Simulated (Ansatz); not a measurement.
**InS (Pnnm, No. 58)**

Computed with LDA (plane waves, PAW; Ansatz, a first-principles code).

Settings: plane-wave cutoff 520 eV, 8×4×8 k mesh (along the axes of the cell as run), Fermi–Dirac smearing 0.01 eV, scalar-relativistic PAW data made under PBE.

Cell (measured lattice):

```cif
data_In4S4
_chemical_formula_sum 'In4 S4'
_space_group_name_H-M_alt 'Pnnm'
_space_group_IT_number 58
_space_group_name_Hall '-P 2 2n'
_cell_length_a 4.44300
_cell_length_b 10.64200
_cell_length_c 3.94000
_cell_angle_alpha 90.000
_cell_angle_beta 90.000
_cell_angle_gamma 90.000
loop_
_atom_site_label
_atom_site_type_symbol
_atom_site_symmetry_multiplicity
_atom_site_Wyckoff_symbol
_atom_site_fract_x
_atom_site_fract_y
_atom_site_fract_z
_atom_site_occupancy
In1 In 4 g 0.12500 0.12100 0.00000 1
S1 S 4 g 0.00500 0.64500 0.00000 1
```

- band gap = 0.58 eV
- smallest direct gap on the k points sampled = 1.36 eV
- Γ–Γ gap = 2.11 eV

Note: cell and atoms aren't relaxed at this level (pressure -3.0 GPa).

Spin–orbit coupling is not included.

The computed numbers hold no vibrational or temperature effects.

Cost on a shared machine: very roughly 60 core-seconds.
